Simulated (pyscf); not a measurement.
Single points on ωB97X-D3(BJ)/def2-SVP structures (PySCF, gas phase).

Problem. For the elementary gas-phase step O=CrH(=O)–F (SMILES [O]=[CrH](=[O])[F]) + F–SiH₃ (SMILES F[SiH3]) -> O=Cr(=O)(F)–F (SMILES [O]=[Cr](=[O])([F])[F]) + SiH₄ (SMILES [SiH4]) (singlet surface; Cr–H, F–Si broken, Cr–F, H–Si formed), what barrier and reaction energy does ωB97M-D3(BJ)/def2-TZVP give, measured from the separated reactants?

Solution. ΔE‡ = 1.36 eV, ΔE = +0.65 eV. Zero-point energy shifts the barrier by +0.06 eV. It is a four-centre exchange, with an imaginary mode of 210i cm⁻¹. One saddle was located; it need not be the lowest between these sides.
